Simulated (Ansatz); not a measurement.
Conformers of C3H6O3, SMILES `O=COCCO`, each relaxed with PBE0-D4/def2-TZVP in Ansatz. CBS adds the triple-zeta coupled-cluster correction to the MP2 limit.

Not all of them had a frequency check.

Conformer A:

Z-matrix (Å, degrees):
```
C
C 1 1.505
O 1 1.437 2 106.8
H 1 1.092 2 111.3 3 118.7
H 1 1.093 2 111.6 3 -119.5
O 2 1.406 1 112.6 3 -63.7
H 2 1.092 1 108.6 3 178.2
H 2 1.099 1 109.5 3 60.9
C 3 1.332 1 115.9 2 -178.7
H 6 0.961 2 107.7 1 59.7
O 9 1.195 3 125.7 1 0.7
H 9 1.100 3 109.3 1 -179.4
```

Conformer B:

```xyz
12

O    -1.567   -2.053    0.925
C    -1.637   -1.575   -0.168
O    -0.857   -0.607   -0.644
C     0.148   -0.123    0.250
C     0.863    1.012   -0.451
O     1.905    1.521    0.346
H    -2.363   -1.868   -0.939
H     0.843   -0.928    0.500
H    -0.324    0.213    1.179
H     0.141    1.789   -0.732
H     1.324    0.644   -1.370
H     1.525    1.974    1.103
```

Question: Which is lowest in electronic energy at CCSD(T)/CBS (frozen core, def2 sets), and by how much? (Estimate.)

Answer: The calculation gave: A; B lies 8.3 kJ/mol higher.

Question: Give the energies relative to A (kJ/mol) with r2SCAN-D4/def2-TZVPP, B3LYP-D4/def2-TZVPP, ωB97X-V/def2-TZVPP, ωB97M-V/def2-TZVPP, PBE/def2-TZVPP, B3LYP/def2-TZVPP, CCSD/CBS(def2). (Estimate.)

Answer: Computed: 
| level | B |
| --- | --- |
| r2SCAN-D4/def2-TZVPP | 9.1 |
| B3LYP-D4/def2-TZVPP | 8.5 |
| ωB97X-V/def2-TZVPP | 8.6 |
| ωB97M-V/def2-TZVPP | 8.9 |
| PBE/def2-TZVPP | 8.2 |
| B3LYP/def2-TZVPP | 7.6 |
| CCSD/CBS(def2) | 8.0 |

B3LYP here is the variant with VWN-RPA as its local correlation; programs differ in this.
